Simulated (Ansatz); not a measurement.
The input, for Ansatz 0.2.0:

```yaml
crystal:
  periodic: [false, false, false]
  atoms:
    - {symbol: Ga, position_ang: [-0.013373, 0.000000, 1.338088]}
    - {symbol: As, position_ang: [0.039986, 0.000000, -1.216669]}
    - {symbol: H, position_ang: [-1.023554, -1.091450, -1.061932]}
    - {symbol: H, position_ang: [-1.023546, 1.091458, -1.061932]}
basis:
  gaussian: {orbitals: STO-3G}
magnetization: {spin_polarized: false, initial_magnetization: 2}
correlation: {active_space: {window: {electrons: 10, orbitals: 6}, fixed_orbitals: true, states: [{multiplicity: 3, weights: [1, 0.5, 0.5, 1]}], root: 1}}
```

```sh
$ ansatz run in.yaml --threads 1 --pin off --events-out ev --progress --plain --max-ram 2393MiB
```

Roughly how long does this take on 1 thread of Arm Neoverse V2, shared host, and how much host memory?

5.5 s wall and 0.14 GiB.

```
472 factors; integrals over basis functions are off by at most 6.8e-8 eV
mean field evaluation 1: about -111873.3882 eV, gradient 1.2e1 eV
mean field evaluation 2: about -111873.3997 eV, gradient 1.2e1 eV
mean field evaluation 4: about -111872.7232 eV, gradient 1.5e1 eV
mean field evaluation 8: about -111877.2338 eV, gradient 7.2e0 eV
mean field evaluation 16: about -111877.5891 eV, gradient 6.3e-7 eV
mean field evaluation 32: about -111877.4724 eV, gradient 9.6e-7 eV
mean field evaluation 64: about -111877.5881 eV, gradient 5.1e-2 eV
mean field evaluation 96: about -111877.5891 eV, gradient 3.5e-3 eV
mean field evaluation 128: about -111877.4956 eV, gradient 8.4e-1 eV
mean field evaluation 160: about -111877.5247 eV, gradient 4.3e-1 eV
mean field evaluation 192: about -111877.0954 eV, gradient 8.0e0 eV
mean field -111877.58914553 eV, -4111.4255677446 hartree, gradient 6.3e-7 eV, S^2 2.000000; 16 other end points of the search recorded, 0 dependent functions left out
reference -111877.58914553 eV, -4111.4255677446 hartree; 34, 32 occupied and 4, 6 virtual orbitals, 472 factors
state -111877.58915628 eV, -4111.4255681399 hartree
state -111874.42118470 eV, -4111.3091473315 hartree
state -111870.08798029 eV, -4111.1499050064 hartree
state -111869.58408289 eV, -4111.1313871188 hartree
Total energy: -111874.42118470 eV, -4111.3091473315 hartree
```

Natural occupations, averaged over the states: 1.9999 1.9966 1.6877 1.6490 1.5001 1.1667.
